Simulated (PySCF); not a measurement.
# Where the electron goes

Species: methanesulfonyl chloride, CH3ClO2S.
Atom-mapped SMILES: `[CH3:1][S:2](=[O:3])(=[O:4])[Cl:5]` (hydrogens: H6, H7, H8 on C1)

Cartesian coordinates in Å at the GFN2-xTB level; atoms count from 1:
```xyz
8
CH3ClO2S angstrom
C     -0.9476    0.0494   -0.0949
S      0.8171   -0.2624    0.0464
O      1.3465   -0.6970   -1.2029
O      1.0948   -1.0168    1.2227
Cl     1.5051    1.6370    0.3683
H     -1.2814    0.4816    0.8384
H     -1.0984    0.7226   -0.9279
H     -1.4269   -0.9051   -0.2746
```

Computed, not measured: TDDFT PBE0/def2-SVPD, vertical, gas phase, core orbitals frozen in the response (PySCF 2.14.0, density-fitted response routines).

Kohn–Sham orbitals with the atoms that hold most of them (Löwdin shares over 4%, at most four atoms; ? is withheld):

```json
{"orbital": "LUMO+2", "ε (eV)": "0.96", "atoms": "S2 37%, Cl5 22%, H8 15%, C1 9%"}
{"orbital": "LUMO+1", "ε (eV)": "0.11", "atoms": "S2 34%, C1 16%, Cl5 13%, H7 10%"}
{"orbital": "LUMO", "ε (eV)": "?", "atoms": "Cl5 43%, S2 27%, O4 10%, O3 10%"}
{"orbital": "HOMO", "ε (eV)": "-9.27", "atoms": "?"}
{"orbital": "HOMO-1", "ε (eV)": "-9.80", "atoms": "?"}
{"orbital": "HOMO-2", "ε (eV)": "-9.99", "atoms": "O3 38%, O4 38%, Cl5 10%, S2 7%"}
{"orbital": "HOMO-3", "ε (eV)": "-10.05", "atoms": "Cl5 71%, C1 9%, S2 8%, O3 5%"}
```

Q: Which atoms hold the HOMO-1, and with what shares?

A: Cl5 (bonded to S) 29%; O4 (bonded to S) 24%; O3 (bonded to S) 24%; C1 (bonded to S and 3 H) 10%. By element: oxygen 48%, chlorine 29%, carbon 10%.

Q: Give the leading atoms of the HOMO.

A: Cl5 (bonded to S) 44%; O4 (bonded to S) 27%; O3 (bonded to S) 27%. By element: oxygen 54%, chlorine 44%.

Q: What is the LUMO energy, and the HOMO–LUMO gap?

A: ε(LUMO) = -1.76 eV; the gap is 7.51 eV (0.2760 hartree).

Q: The HOMO–LUMO gap is 7.51 eV. Where does the response calculation put the lowest singlet, and from which orbitals?

A: S1 is at 5.86 eV (f = 0.0043), 1.65 eV below the gap, made of HOMO→LUMO (97%). Without the coupling terms of the response equations the lowest excitation would equal the gap.

Q: One configuration dominates each of S1, S3, S7 and S8. Which, and how do the shares of the two leading atoms of either orbital change from the occupied to the empty one?

A: 
- S1 (5.86 eV, f 0.0043), HOMO→LUMO (97%): Cl5 44% → 43%, O4 27% → 10%, S2 at most 3% → 27%
- S3 (6.56 eV, f 0.0034), HOMO-2→LUMO (96%): O3 38% → 10%, O4 38% → 10%, Cl5 10% → 43%, S2 7% → 27%
- S7 (8.21 eV, f 0.0006), HOMO→LUMO+1 (94%): Cl5 44% → 13%, O4 27% → at most 10%, S2 at most 3% → 34%, C1 at most 3% → 16%
- S8 (8.70 eV, f 0.050), HOMO-1→LUMO+1 (93%): Cl5 29% → 13%, O4 24% → at most 10%, S2 at most 11% → 34%, C1 10% → 16%

Löwdin shares depend on the basis, the more so with diffuse functions.

Rough CPU time on one thread of a shared machine: about 30 s.
